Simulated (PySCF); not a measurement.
Calculation: B3LYP-D3(BJ)/def2-TZVP (PySCF 2.14.0). Isolated molecules, 0 K electronic values unless said otherwise. B3LYP has the VWN-RPA correlation part, as in Gaussian. 

Reference species (SMILES): `C#N` (neutral, multiplicity 1).

| Quantity | Value |
|---|---|
| HOMO–LUMO gap | 10.15 eV |
| LUMO | -0.02 eV |

Changed species: `C(#N)S` (X = mercapto; the reference has X = H).

Q: What does the change do to the HOMO–LUMO gap and LUMO?

A: the HOMO–LUMO gap falls by 3.38 eV, to 6.77 eV; the LUMO falls by 1.26 eV, to -1.28 eV.
